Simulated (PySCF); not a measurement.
Compound: C4HClO.
InChI=1S/C4HClO/c1-2-4(5)3-6/h1H

Level of theory: MP2 and CCSD/aug-cc-pVDZ in PySCF, restricted Hartree–Fock reference, frozen core, non-relativistic, gas phase, PBE0-D3(BJ)/def2-SVP geometry.

E(HF) = -686.33005 Eh.

**Question.** How large is the problem?

**Answer.** 151 basis functions and 50 electrons; 10 orbitals frozen, which leaves o = 15 correlated occupied and v = 126 virtual orbitals. That is o·v = 1890 singles and o·v(o·v + 1)/2 = 1786995 distinct closed-shell doubles amplitudes before symmetry; the costliest CCSD step grows as o²v⁴ = 5.7 × 10^10.

**Question.** What are the MP2 and CCSD correlation energies?

**Answer.** MP2 -0.8478 Eh and CCSD -0.8680 Eh, which gives totals of -687.17789 and -687.19800 Eh. That is 0.787 eV for each correlated electron at CCSD (2279 kJ/mol in all, 0.126 % of the total energy); MP2 gives 97.7 % of the CCSD value.

**Question.** What is the T1 diagnostic?

**Answer.** 0.0155, below the customary warning level of 0.02. It is the norm of the spatial-orbital singles amplitudes over the root of the number of correlated electrons, so the norm is 0.085.

**Question.** How does correlation change the dipole moment?

**Answer.** HF gives 1.15 D and CCSD (unrelaxed density) 0.95 D, a change of -0.20 D; the two vectors are 15° apart.

No triples correction and no basis-set extrapolation were made.

The job also held the EOM ionisation roots. On one thread, Intel Xeon 6975P-C (x86_64), shared host with 192 logical CPUs at a one-minute load of 25, this took 2.2 min and 2.6 GiB of memory at its peak.
